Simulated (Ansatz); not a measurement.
Ansatz (an electronic-structure program) input (MP2/aug-cc-pVTZ): A basis named .json is the Basis Set Exchange file of that set (core-valence sets with the plain set on hydrogen).

Ansatz 0.2 input:
```yaml
crystal:
  periodic: [false, false, false]
  atoms:
    - {symbol: C, position_ang: [0.00459725, -0.00249754, 0.33487939]}
    - {symbol: C, position_ang: [0.02158522, -0.01172655, 1.57233990]}
    - {symbol: C, position_ang: [-0.01550427, 0.00842296, -1.12938267]}
    - {symbol: H, position_ang: [-0.01786863, 1.02668686, -1.54815061]}
    - {symbol: H, position_ang: [0.85593006, -0.49887077, -1.57152384]}
    - {symbol: H, position_ang: [-0.90213069, -0.49300933, -1.54734531]}
basis:
  gaussian:
    orbitals: aug-cc-pVTZ
    fitting: {mean_field: def2-universal-jkfit, correlation: cc-pVTZ-RIFIT.json}
total_charge: -1
magnetization: {spin_polarized: false}
correlation: {method: mp2, electrons: outside_noble_gas}
```

Output:

```
Functional definition: HF
integrals: 0.12 GiB planned
279 factors; integrals over basis functions are off by at most 9.6e-1 eV
333 factors; integrals over basis functions are off by at most 6.5e-1 eV
mean field: 0.39 GiB planned
mean field evaluation 1: about -3134.3566 eV, gradient 2.7e1 eV
mean field evaluation 2: about -3136.1403 eV, gradient 1.8e1 eV
mean field evaluation 4: about -3136.9807 eV, gradient 1.4e0 eV
mean field evaluation 8: about -3136.9877 eV, gradient 9.2e-7 eV
mean field -3136.98774062 eV, -115.2821731411 hartree, gradient 9.2e-7 eV, S^2 0.000000; 0 other end points of the search recorded, 0 dependent functions left out
3 core orbitals not correlated
reference -3136.98774062 eV, -115.2821731411 hartree; 8, 8 occupied and 196, 196 virtual orbitals, 333 factors
second order -13.50588357 eV of doubles, -0.00000000 eV of singles
Total energy: -3150.49362419 eV, -115.7785052076 hartree
```
